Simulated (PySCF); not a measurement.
Checking a proposed structure

A compound C6H12 gives the data below (simulated from a calculation) and was assigned the structure `C=C(CC)CC`.

$^{13}$C{$^{1}$H} NMR (computed): δ 158.9 (CH), 114.9 (CH2), 36.6 (C), 30.5 (CH3, 3C).

$^{1}$H NMR (600 MHz, computed): δ 6.25 (m, 1H), 5.21 (m, 1H), 5.21 (m, 1H), 1.06 (s, 9H).

Level of theory: geometry from GFN2-xTB, σ from GIAO-PBE0/pcSseg-1, in PySCF 2.14.0 with density-fitted response routines (no relativistic terms, equivalent nuclei averaged, one conformer, no solvent).

Shifts are taken against calculated references (same method and geometry level): $^{1}$H, $^{13}$C vs TMS.

(1) Compare with the shifts computed for the proposed structure, pairing carbons in order of shift.

(2) Which isomer fits?

Results:

(1) Structure with atom numbers: `[CH2:1]=[C:2]([CH2:3][CH3:4])[CH2:5][CH3:6]`. Each H is labelled by its parent atom.

```tsv
atom	computed for proposal	given list	difference
C2	163.2	158.9	+4.3
C1	115.8	114.9	+0.9
C3	31.7	36.6	-4.9
C5	31.7	30.5	+1.2
C4	16.0	30.5	-14.5
C6	16.0	30.5	-14.5
```

The rms difference is 8.8 ppm and the largest -14.5 ppm at C4 (methyl carbon). The carbon types in order of shift don't match either: C, CH2, CH2, CH2, CH3, CH3 for the proposal against CH, CH2, C, CH3, CH3, CH3 in the data. The proposal doesn't fit.

(2) 3,3-dimethyl-1-butene (C=CC(C)(C)C).

Carbon types of the structure: 1 × C, 1 × CH, 1 × CH2, 3 × CH3, which accounts for all hydrogens. δC 158.9: alkene CH; an sp2 carbon of a C=C bond. δC 114.9: terminal =CH2 carbon; an sp2 carbon of a C=C bond. δH 6.25: hydrogen on an alkene CH; a vinylic proton, deshielded by the sp2 carbon and the C=C anisotropy. δH 5.21, 5.21: hydrogen on a terminal =CH2 carbon; attached to an sp2 carbon and in the plane of the double bond.

Other isomers checked: C=C(C)CCC (rms 9.0 ppm).

The shifts were computed for this structure.

Shifts are as computed. Against solution values, carbons near 30 ppm lie about +3 ppm off and those near 130 ppm about +5 ppm (rms about the fit 2.1 ppm; single classes can miss by 10 ppm). Of 1328 compounds with measured shifts, 309 miss one by over three times the rms of a fit or turn the order of signals round; such compounds aren't used in these exercises. Signals without a measured value on file couldn't be tested in this way; 1H shifts scatter by 0.2 ppm about their fit, and single ones miss by 0.5 ppm. No couplings were computed; multiplicities are counted from neighbouring protons, with m where these are inequivalent, close in shift, in a saturated or five-membered ring or joined by F or P, and br s for small geminal =CH2 splittings.
